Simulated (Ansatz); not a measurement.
# C₃H₄F₂: how energies converge with the basis set

How large a basis does C₃H₄F₂ need? Two functionals are run in growing sets.

Method: one geometry, several basis sets; program: Ansatz 0.2.0, Gaussian basis.

The runs, in order: PBE0-D4/def2-SVP; ωB97M-V/def2-SVP; PBE0-D4/def2-QZVPP; ωB97M-V/def2-QZVPP; the functionals' def2-TZVPP values are taken from earlier runs.

## 1. The geometry

The geometry comes from an earlier relaxation with PBE0-D4 in a triple-zeta def2 set; it is a stationary point, not always the lowest conformer.

SMILES `FC1(F)CC1`, 9 atoms, charge 0, spin multiplicity 1.

Atoms are counted from 1 here; the program's logs count them from 0.

Bond lengths: F1–C2 1.343 Å, C2–F3 1.343 Å, C2–C4 1.469 Å, C2–C5 1.469 Å, C4–C5 1.536 Å, C4–H6 1.082 Å, C4–H7 1.082 Å, C5–H8 1.082 Å, C5–H9 1.082 Å. Angles: F1–C2–F3 109.3°, F1–C2–C4 119.5°, F1–C2–C5 119.5°, F3–C2–C4 119.5°, F3–C2–C5 119.5°, C4–C2–C5 63.1°, C2–C4–C5 58.5°, C2–C4–H6 117.6°, C2–C4–H7 117.6°, C5–C4–H6 117.5°, C5–C4–H7 117.5°, H6–C4–H7 116.0°, C2–C5–C4 58.5°, C2–C5–H8 117.6°, C2–C5–H9 117.6°, C4–C5–H8 117.5°, C4–C5–H9 117.5°, H8–C5–H9 116.0°.

## 2. PBE0-D4 in def2-SVP

The input, in.yaml:

```yaml
crystal:
  periodic: [false, false, false]
  atoms:
    - {symbol: F, position_ang: [1.653535, -0.826380, 0.516872]}
    - {symbol: C, position_ang: [0.571544, -0.513615, -0.214633]}
    - {symbol: F, position_ang: [0.598197, -1.204413, -1.366034]}
    - {symbol: C, position_ang: [0.068590, 0.866251, -0.209831]}
    - {symbol: C, position_ang: [-0.712554, -0.275846, 0.457359]}
    - {symbol: H, position_ang: [0.563967, 1.577909, 0.437750]}
    - {symbol: H, position_ang: [-0.320039, 1.261049, -1.139521]}
    - {symbol: H, position_ang: [-1.609471, -0.624065, -0.038120]}
    - {symbol: H, position_ang: [-0.725270, -0.307292, 1.539057]}
basis:
  gaussian: {orbitals: def2-SVP}
hamiltonian: {xc: pbe0, dispersion: d4}
output: {orbitals: {seedname: orbitals}}
```

The runs that follow: ωB97M-V in def2-SVP; PBE0-D4 in def2-QZVPP; ωB97M-V in def2-QZVPP.

Q: Predict the results of all the runs planned. Wanted: PBE0-D4: double and triple zeta above quadruple; ωB97M-V: double and triple zeta above quadruple.

The runs gave:

| quantity | value |
| --- | --- |
| PBE0-D4: double and triple zeta above quadruple | 10.52, 0.45 eV |
| ωB97M-V: double and triple zeta above quadruple | 10.80, 0.43 eV |

In words: For PBE0-D4 the step from double to triple zeta gains 10.07 eV and the next only 0.45 eV. Total energies overstate the basis error of differences, where much of it tends to cancel. The LUMO of ωB97M-V is positive and keeps falling with the basis (3.84 to 2.04 eV): an unbound level that the basis holds in place.
